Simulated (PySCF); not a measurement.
Two species compared at the same levels of theory.

First species: 1-methoxybutane, C5H12O.
Structure used (GFN2-xTB), in Å, numbered top down from 1:
```xyz
18
C5H12O angstrom
C     -2.3158    1.0628   -0.5184
C     -1.2756    0.0874    0.0174
C     -0.2814   -0.3331   -1.0621
C      0.7811   -1.2915   -0.5147
O      1.5452   -0.7735    0.5503
C      2.4677    0.2195    0.1820
H     -2.8805    0.6098   -1.3308
H     -3.0122    1.3483    0.2665
H     -1.8388    1.9648   -0.8970
H     -0.7285    0.5458    0.8431
H     -1.7749   -0.8019    0.4079
H     -0.8055   -0.8397   -1.8752
H      0.2011    0.5529   -1.4805
H      0.2943   -2.1784   -0.0996
H      1.4480   -1.6057   -1.3335
H      3.0866    0.4023    1.0587
H      1.9768    1.1547   -0.1092
H      3.1035   -0.1181   -0.6461
```

Second species: sec-butyl methyl ether, C5H12O.
Z-matrix (Å and degrees, GFN2-xTB geometry), rows numbered from 1:
```
C 
C   1  1.5235
C   2  1.5318  1  111.95
C   3  1.5315  2  110.92  1  -170.06
O   3  1.4189  2  106.73  1    67.72
C   5  1.4011  3  115.16  2  -160.09
H   1  1.0872  2  110.49  3  -176.24
H   1  1.0881  2  110.58  3    63.57
H   1  1.0865  2  109.82  3   -56.29
H   2  1.0907  1  109.50  3   119.46
H   2  1.0913  1  110.06  3  -121.33
H   3  1.1039  2  109.22  1   -49.92
H   4  1.0872  3  109.68  2   -58.84
H   4  1.0873  3  111.02  2  -178.87
H   4  1.0866  3  109.93  2    61.22
H   6  1.0888  5  106.26  3   174.26
H   6  1.0966  5  112.39  3   -66.67
H   6  1.0982  5  111.30  3    55.38
```

Levels: PBE0/def2-SVPD for dipole moment, HOMO energy, LUMO energy, HOMO–LUMO gap, static isotropic polarisability and electronic spatial extent ⟨r²⟩ about the centre of nuclear charge; TDDFT PBE0/def2-SVPD for lowest singlet excitation; TDA PBE0/def2-SVPD for lowest triplet excitation (Tamm–Dancoff); GFN2-xTB for rotational constant A and rotational constant C. Geometries: GFN2-xTB. Each structure is a single optimised conformer of the isolated species, non-relativistic unless stated. Electronic properties by PySCF.

The conformers computed, where there is a choice (atom-mapped SMILES and torsion angles):
- `[CH3:1][CH2:2][CH2:3][CH2:4][O:5][CH3:6]`: C1–C2–C3–C4 179°, C2–C3–C4–O5 -59°, C3–C4–O5–C6 -72°
- `[CH3:1][CH2:2][C@H:3]([CH3:4])[O:5][CH3:6]`: C1–C2–C3–C4 -170°, C2–C3–O5–C6 -160°

```json
{"property": "dipole moment", "column X": "1.21 D", "column Y": "1.16 D"}
{"property": "HOMO energy", "column X": "-7.32 eV", "column Y": "-7.33 eV"}
{"property": "LUMO energy", "column X": "0.71 eV", "column Y": "0.80 eV"}
{"property": "HOMO–LUMO gap", "column X": "8.03 eV", "column Y": "8.13 eV"}
{"property": "lowest singlet excitation", "column X": "6.90 eV", "column Y": "6.95 eV"}
{"property": "lowest triplet excitation (Tamm–Dancoff)", "column X": "6.76 eV", "column Y": "6.82 eV"}
{"property": "static isotropic polarisability", "column X": "67.8 au", "column Y": "68.0 au"}
{"property": "electronic spatial extent ⟨r²⟩ about the centre of nuclear charge", "column X": "845 bohr²", "column Y": "740 bohr²"}
{"property": "rotational constant A", "column X": "7.173 GHz", "column Y": "4.571 GHz"}
{"property": "rotational constant C", "column X": "1.576 GHz", "column Y": "1.834 GHz"}
```

(1) Which column belongs to which species?

(2) How does each property change from the first species to the second?

Results:

(1) Column X is the first species and column Y the second. The first has 18 atoms and 50 electrons, the second 18 and 50.

(2) dipole moment -0.05 D; HOMO energy -0.01 eV; LUMO energy +0.09 eV; HOMO–LUMO gap +0.10 eV; lowest singlet excitation +0.05 eV; lowest triplet excitation (Tamm–Dancoff) +0.06 eV; static isotropic polarisability +0.2 au; electronic spatial extent ⟨r²⟩ about the centre of nuclear charge -105 bohr²; rotational constant A -2.602 GHz; rotational constant C +0.258 GHz.

On the first: The dipole equals about 4.0 × 10⁻³⁰ C·m (1 D = 3.33564 × 10⁻³⁰ C·m). The vertical singlet–triplet gap S1 − T1 is 0.14 eV (TDDFT singlet less Tamm–Dancoff triplet; S1: HOMO→LUMO, weight 0.93; T1: HOMO→LUMO, weight 0.89).

On the second: The polarisability is 10.08 Å³ as a volume (1 au = 0.148185 Å³), or 1.36 au for each of the 50 electrons. S1 lies 1.18 eV below the HOMO–LUMO gap; its leading configuration is HOMO→LUMO, weight 0.96.
